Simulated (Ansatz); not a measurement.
# CH₅N (triplet): wave-function methods side by side at distance C1–H5 along a hydrogen transfer = 1.710 Å, cc-pVDZ

The task here is to estimate one member of a computed series from the others.

Method: cc-pVDZ, core rule «outside noble gas», up to 2 orbitals frozen; program: Ansatz 0.2.0, Gaussian basis.

Plan: UHF; CCSD(T) on ROHF; CCSD(T) on UHF; BCCD(T) on ROHF; CISD; CCSDT(Q) on ROHF; CCSDT(Q) on UHF; CASSCF and MRCISD+Q, 4 electrons in 4 orbitals; CASSCF and NEVPT2, 4 electrons in 4 orbitals.

## What is computed

The geometry derives from fragments relaxed apart (PBE0/def2-TZVP) and kept rigid, so it is no stationary point. A hydrogen atom is moved between rigid fragments.

7 atoms, charge 0, spin multiplicity 3.

Atoms are counted from 1 here; the program's logs count them from 0.

Bond lengths: C1–H2 1.090 Å, C1–H3 1.090 Å, C1–H4 1.090 Å, H5–N6 1.040 Å, N6–H7 1.040 Å. Angles: H2–C1–H3 109.5°, H2–C1–H4 109.5°, H3–C1–H4 109.5°, H5–N6–H7 105.0°.

Coordinates:

```xyz
7

C    -1.3584    0.0326    0.0000
H    -1.7216    1.0599    0.0000
H    -1.7216   -0.4811    0.8897
H    -1.7216   -0.4811   -0.8897
H     0.3516    0.0326    0.0000
N     1.3916    0.0326    0.0000
H     1.6607   -0.9716    0.0000
```

The first run:

Input file in.yaml:

```yaml
crystal:
  periodic: [false, false, false]
  atoms:
    - {symbol: C, position_ang: [-1.358362, 0.032592, 0.000000]}
    - {symbol: H, position_ang: [-1.721568, 1.059892, 0.000000]}
    - {symbol: H, position_ang: [-1.721568, -0.481059, 0.889668]}
    - {symbol: H, position_ang: [-1.721568, -0.481059, -0.889669]}
    - {symbol: H, position_ang: [0.351638, 0.032592, 0.000000]}
    - {symbol: N, position_ang: [1.391638, 0.032592, 0.000000]}
    - {symbol: H, position_ang: [1.660720, -0.971635, 0.000000]}
basis:
  gaussian: {orbitals: cc-pVDZ}
magnetization: {spin_polarized: true, initial_magnetization: 2}
hamiltonian: {xc: hf}
output: {orbitals: {seedname: orbitals}}
```

On the command line:

```bash
$ ansatz run in.yaml --threads 1 --pin off --events-out ev --progress --plain --max-ram 2816MiB --backend cpu
```

Among the steps run: UHF; CCSD(T) on ROHF; CCSD(T) on UHF; BCCD(T) on ROHF; CISD; CCSDT(Q) on ROHF; CCSDT(Q) on UHF; CASSCF and MRCISD+Q, 4 electrons in 4 orbitals; CASSCF and NEVPT2, 4 electrons in 4 orbitals.

One of the session's tables, all rows but one given; the rest of the session is left out.

```
       method  from UCCSDT(Q) (kcal/mol)
         ROHF                    +211.19
          UHF                    +205.37
         RMP2                     +31.08
         UMP2                     +31.04
         CISD                     +22.05
        RCCSD                          ?
        UCCSD                      +4.78
     RCCSD(T)                      +0.81
     UCCSD(T)                      +0.80
      BCCD(T)                      +0.81
       RCCSDT                      +0.27
       UCCSDT                      +0.24
    RCCSDT(Q)                      +0.03
    UCCSDT(Q)                          0
  CASSCF pair                    +197.99
  NEVPT2 pair                     +30.75
  MRCISD pair                     +19.92
MRCISD+Q pair                      +2.34
```

**Question.** Estimate the row for RCCSD.

As computed: from UCCSDT(Q) (kcal/mol): +4.87. In the column «from UCCSDT(Q) (kcal/mol)» it lies between UCCSD (+4.78) and MRCISD pair (+19.92).

To keep in mind: Restricted and unrestricted rows rest on different reference determinants; where their highest levels disagree by more than a few hundredths of an eV, they describe different states and don't form one ladder.
